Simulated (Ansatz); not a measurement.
**CH₃Li: single points off equilibrium**

One table from this session's results is given with a row withheld; the runs are named, their logs left out.

Method: single points in def2-TZVPP; program: Ansatz 0.2.0, Gaussian basis.

Correlated methods freeze the cores. The outer core shell of Li, Na, Mg and K is correlated.

## Where the work starts

5 atoms, charge 0, spin multiplicity 1.

Atoms are counted from 1 here; the program's logs count them from 0.

Bond lengths: Li1–C2 1.944 Å, C2–H3 1.045 Å, C2–H4 1.090 Å, C2–H5 1.104 Å. Angles: Li1–C2–H3 110.6°, Li1–C2–H4 108.2°, Li1–C2–H5 113.5°, H3–C2–H4 108.2°, H3–C2–H5 114.1°, H4–C2–H5 101.5°.

Geometry (Å):

```xyz
5
charge 0, multiplicity 1
Li    1.4183    0.8396   -0.7122
C    -0.0866   -0.1261    0.0505
H    -0.0166   -1.1465   -0.1643
H    -0.0574   -0.0036    1.1333
H    -1.0656    0.3201   -0.1953
```

Set-up of the first run:

run/in.yaml

```yaml
crystal:
  periodic: [false, false, false]
  atoms:
    - {symbol: Li, position_ang: [1.418300, 0.839600, -0.712200]}
    - {symbol: C, position_ang: [-0.086600, -0.126100, 0.050500]}
    - {symbol: H, position_ang: [-0.016600, -1.146500, -0.164300]}
    - {symbol: H, position_ang: [-0.057400, -0.003600, 1.133300]}
    - {symbol: H, position_ang: [-1.065600, 0.320100, -0.195300]}
basis:
  gaussian: {orbitals: def2-TZVPP}
correlation: {method: ccsd_t}
output: {forces: true}
```

Command:

```bash
> ansatz run in.yaml --threads 4 --pin off --events-out ev --progress --plain --max-ram 5222MiB
```

Steps of the session up to this table: CCSD(T)/def2-TZVPP; PBE0-D4/def2-TZVPP; wB97M-V/def2-TZVPP; r2SCAN-D4/def2-TZVPP; PBE-D4/def2-TZVPP; SPW92/def2-TZVPP; CAM-B3LYP-D4/def2-TZVPP.

One of the session's tables, all rows but one given; the rest of the session is left out.

| method | RMS force component (eV/Å) | angle to CCSD(T) forces (°) | dipole (D) |
| --- | --- | --- | --- |
| CCSD(T) | 0.793 | reference | 5.67 |
| PBE0-D4 | ? | ? | ? |
| wB97M-V | 0.773 | 2.8 | 5.50 |
| r2SCAN-D4 | 0.793 | 2.3 | 5.58 |
| PBE-D4 | 0.827 | 6.7 | 5.26 |
| SPW92 | 0.846 | 9.7 | 5.31 |
| CAM-B3LYP-D4 | 0.776 | 4.1 | 5.55 |

Q: Estimate the row for PBE0-D4 from the others.

**Answer.** RMS force component (eV/Å): 0.797; angle to CCSD(T) forces (°): 2.6; dipole (D): 5.53. In the column «RMS force component (eV/Å)» it lies between r2SCAN-D4 (0.793) and PBE-D4 (0.827).
